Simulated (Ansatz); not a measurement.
Consider the formal exchange of groups at the Al–F bond: `[F][AlH][PH2]` + SiH₄ → `[SiH3][AlH][PH2]` + H–F.

Gas-phase electronic energies from Ansatz, PBE0-D4/def2-TZVP geometries. CCSD(T)/CBS adds triple-zeta CCSD(T) − MP2 to the extrapolated MP2 energy (def2 sets, frozen cores). This one scheme is used for every species. DFT in def2-TZVPP. HSE06 is defined as in plane-wave codes. One conformer a species, not always the lowest.

| level | ΔE (kJ/mol) |
| --- | --- |
| HSE06-D4 | 162.9 |
| SCS-MP2/def2-TZVPP | 193.6 |

(1) What does CCSD(T)/CBS give? (Estimate.)

Largest T1 diagnostic among the species: 0.014.

Results:

(1) Computed: +180.7 kJ/mol. The listed levels differ from it by -17.8, 12.9 kJ/mol.

The D4 term adds −6.4 kJ/mol with B3LYP and −3.8 kJ/mol with PBE0; it sums over pairs of atoms, weighted by their polarisabilities, and B3LYP, whose exchange is more repulsive, gets the larger term. At CCSD(T), def2-SVP lies +10.3 kJ/mol from the extrapolated value and def2-TZVPP −0.0 kJ/mol.

B3LYP here is the variant with VWN-RPA as its local correlation; programs differ in this.
